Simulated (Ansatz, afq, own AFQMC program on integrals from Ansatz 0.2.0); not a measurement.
**GaBr⁺, doublet in cc-pVDZ, levels against CCSDT(Q)**

```yaml
atoms:
  - { symbol: Ga, position_ang: [0.0000, 0.0000, 0.0000] }
  - { symbol: Br, position_ang: [0.0000, 0.0000, 2.2452] }
```

Basis cc-pVDZ. Only valence electrons are correlated. Ansatz 0.2.0 and our own AFQMC program on the same integrals; the CISD trial comes from CCSD amplitudes, and released means the phaseless constraint is let go. ± is one standard error of the sampling. No spin–orbit coupling.

Determinant: UHF, the one that the program's search chose, which needn't be the lowest solution. The geometry is a PBE0/def2-TZVP stationary point of this or a neighbouring charge and spin state.

No full CI on the walks' own integrals is used here; CCSDT(Q) serves as the reference and is uncertain by about the last step of the cluster series.

Cautions: no relativity below Rb; no spin-orbit coupling; inner d shell frozen.

The T1 diagnostic is 0.0213 and the weight of the determinant in the CISD state is 0.908. The ⟨S²⟩ of the determinant is 0.771 and the size of the correlated space is 9 electrons in 26 orbitals.

Reference: CCSDT(Q), correlation energy -4.305 eV. The released energy is read at 2.40 1/Eh (meV from the phaseless value at times in 1/Eh: -1 ± 8 at 0.24, -1 ± 8 at 0.51, 4 ± 7 at 0.99, -6 ± 8 at 1.62, 1 ± 8 at 2.40).

```json
{"level": "HF", "E − E(reference) (kJ/mol)": "415.4", "share of correlation (%)": "0.00"}
{"level": "MP2", "E − E(reference) (kJ/mol)": "58.7", "share of correlation (%)": "85.87"}
{"level": "CCSD", "E − E(reference) (kJ/mol)": "14.8", "share of correlation (%)": "96.45"}
{"level": "CCSD(T)", "E − E(reference) (kJ/mol)": "3.0", "share of correlation (%)": "99.28"}
{"level": "CCSDT", "E − E(reference) (kJ/mol)": "1.1", "share of correlation (%)": "99.73"}
{"level": "ph-AFQMC/HF", "E − E(reference) (kJ/mol)": "-9.0 ± 3.5", "share of correlation (%)": "102.17"}
{"level": "ph-AFQMC/CISD", "E − E(reference) (kJ/mol)": "0.4 ± 1.0", "share of correlation (%)": "99.89"}
{"level": "released AFQMC", "E − E(reference) (kJ/mol)": "0.6 ± 0.7", "share of correlation (%)": "99.86"}
```

A walk keeps the symmetry of its determinant, which the program's search chose and which needn't be the lowest solution, so a lower state of the same spin and another symmetry isn't excluded. Released energies are given only where the last usable release times agree within the noise; a slower fall can still hide under it.
